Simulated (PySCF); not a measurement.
# How good is the calculation?

Geometry:
| atom | x (Å) | y (Å) | z (Å) |
| --- | --- | --- | --- |
| C1 | -2.638 | 0.283 | -0.251 |
| O2 | -1.586 | -0.407 | -0.877 |
| C3 | -0.339 | -0.238 | -0.379 |
| C4 | 0.680 | -0.917 | -1.045 |
| C5 | 1.984 | -0.807 | -0.605 |
| C6 | 2.296 | -0.022 | 0.499 |
| C7 | 1.280 | 0.649 | 1.155 |
| C8 | -0.038 | 0.550 | 0.726 |
| H9 | -3.539 | 0.036 | -0.809 |
| H10 | -2.763 | -0.032 | 0.791 |
| H11 | -2.482 | 1.367 | -0.281 |
| H12 | 0.422 | -1.525 | -1.904 |
| H13 | 2.769 | -1.340 | -1.131 |
| H14 | 3.320 | 0.062 | 0.842 |
| H15 | 1.506 | 1.265 | 2.018 |
| H16 | -0.815 | 1.084 | 1.258 |

Published estimates (parent shift plus substituent increments) and measurements: δ 13C C3 159.9; C5/C7 129.5; C6 120.8; C4/C8 114.1 ppm (estimated from measurements, as parent shift plus tabulated substituent increment; solution, CCl4; Levy, Lichter, Nelson pp. 111-112; Breitmaier, Voelter pp. 256-258, as tabulated by Wired Chemist).
δ 13C C5/C7 129.5; C6 120.8; C4/C8 114.1; δ 1H H13/H15 7.29; H14 6.94; H12/H16 6.90 ppm (estimated from measurements, as parent shift plus tabulated substituent increment; solution, not stated per compound (mostly CDCl3 or CCl4); Pretsch, Buehlmann, Badertscher, Structure Determination of Organic Compounds, 4th ed. (2009)).
δ 1H H13/H15 7.15; H14 6.82; H12/H16 6.77 ppm (measured; solution, CCl4, 309 K; Shapiro, Mohrmann, J. Phys. Chem. Ref. Data 1977, 6, 919).
δ 17O O2 50.6 ppm (measured; liquid, neat, 295 K; 17O NMR survey of organic solvents and oxofluorinated compounds, PMC5915748).
δ 13C C1 54.8; δ 1H H9/H10/H11 3.73 ppm (measured; solution, not stated per compound (mostly CDCl3 or CCl4); Pretsch, Buehlmann, Badertscher, Structure Determination of Organic Compounds, 4th ed. (2009)).
δ 1H H13/H15 7.28; H14 6.93; H12/H16 6.90; H9/H10/H11 3.79 ppm (measured; solution, not stated in the table (CDCl3 in this author's series); The use of chemical shift calculations in the conformational analysis of substituted benzenes, New J. Chem. 2019 (ESI)).

All values are calculated (PySCF): PBE0-D3(BJ)/def2-TZVP structure, shielding tensors at B97-2/pcSseg-2 (GIAO). Averaged over atoms made equivalent by symmetry, fast rotation or ring inversion, in vacuum, one computed conformer, non-relativistic Hamiltonian.

Problem. What does the calculation give, and how does it compare?

Solution. 
Reference values: estimated from measurements, as parent shift plus tabulated substituent increment (solution, CCl4; Levy, Lichter, Nelson pp. 111-112; Breitmaier, Voelter pp. 256-258, as tabulated by Wired Chemist).
| atoms | quantity | reference | computed | computed, scaled |
| --- | --- | --- | --- | --- |
| C3 | δ 13C | 159.9 | 167.9 | 160.0 |
| C5/C7 | δ 13C | 129.5 | 136.3 | 129.5 |
| C6 | δ 13C | 120.8 | 125.7 | 119.3 |
| C4/C8 | δ 13C | 114.1 | 118.5 | 112.4 |

Reference values: estimated from measurements, as parent shift plus tabulated substituent increment (solution, not stated per compound (mostly CDCl3 or CCl4); Pretsch, Buehlmann, Badertscher, Structure Determination of Organic Compounds, 4th ed. (2009)).
```csv
atoms,quantity,reference,computed,"computed, scaled"
C5/C7,δ 13C,129.5,136.3,129.5
C6,δ 13C,120.8,125.7,119.3
C4/C8,δ 13C,114.1,118.5,112.4
H13/H15,δ 1H,7.29,7.55,7.24
H14,δ 1H,6.94,7.16,6.87
H12/H16,δ 1H,6.90,7.11,6.82
```

Reference values: measured (solution, CCl4, 309 K; Shapiro, Mohrmann, J. Phys. Chem. Ref. Data 1977, 6, 919).
```
  atoms  quantity  reference  computed  computed, scaled
H13/H15      δ 1H       7.15      7.55              7.24
    H14      δ 1H       6.82      7.16              6.87
H12/H16      δ 1H       6.77      7.11              6.82
```

Reference values: measured (liquid, neat, 295 K; 17O NMR survey of organic solvents and oxofluorinated compounds, PMC5915748).
```
atoms                 quantity  reference  computed  computed, scaled
   O2  δ 17O vs D2O (external)       50.6         –              56.7
```

Reference values: measured (solution, not stated per compound (mostly CDCl3 or CCl4); Pretsch, Buehlmann, Badertscher, Structure Determination of Organic Compounds, 4th ed. (2009)).
| atoms | quantity | reference | computed | computed, scaled |
| --- | --- | --- | --- | --- |
| C1 | δ 13C | 54.8 | 56.7 | 52.6 |
| H9/H10/H11 | δ 1H | 3.73 | 3.76 | 3.68 |

Reference values: measured (solution, not stated in the table (CDCl3 in this author's series); The use of chemical shift calculations in the conformational analysis of substituted benzenes, New J. Chem. 2019 (ESI)).
```tsv
atoms	quantity	reference	computed	computed, scaled
H13/H15	δ 1H	7.28	7.55	7.24
H14	δ 1H	6.93	7.16	6.87
H12/H16	δ 1H	6.90	7.11	6.82
H9/H10/H11	δ 1H	3.79	3.76	3.68
```

Computed shifts are σ(ref) − σ with the named reference compound (TMS for H and C) calculated as an isolated molecule at the same level. The measured values may be among those fitted. Empirical linear scaling, fitted to shifts measured mostly in CDCl3 for H and C (δ vs TMS): 1H: δ = 29.89 − 0.940σ (rms 0.14 ppm, 403 shifts, 0.16 ppm with the 5 outliers that the fit left out); 13C: δ = 176.90 − 0.966σ (rms 2.0 ppm, 686 shifts, 2.1 ppm with the 3 outliers that the fit left out); 17O: δ = 274.06 − 0.947σ (rms 12.3 ppm, 98 shifts vs liquid water, solution or neat liquid). A few per cent of atoms miss by over 2 rms, more outside the fitted compound classes.

Problem. How far are the unscaled 13C shifts from the references?

Solution. Mean signed difference +5.26 ppm, mean absolute 5.26 ppm over 8 comparisons; the largest is +8.0 ppm at C3 (aromatic carbon bearing oxygen).

Problem. How far are the unscaled 1H shifts from the references?

Solution. Mean signed difference +0.23 ppm, mean absolute 0.23 ppm over 11 comparisons; the largest is +0.40 ppm at H13/H15 (hydrogen on an aromatic CH).

20 of the 38 published NMR values on file for this molecule are compared. The rest: values whose atom or origin is in doubt.

The carbons averaged at δ 118.5 differ by 10 ppm in this conformer.
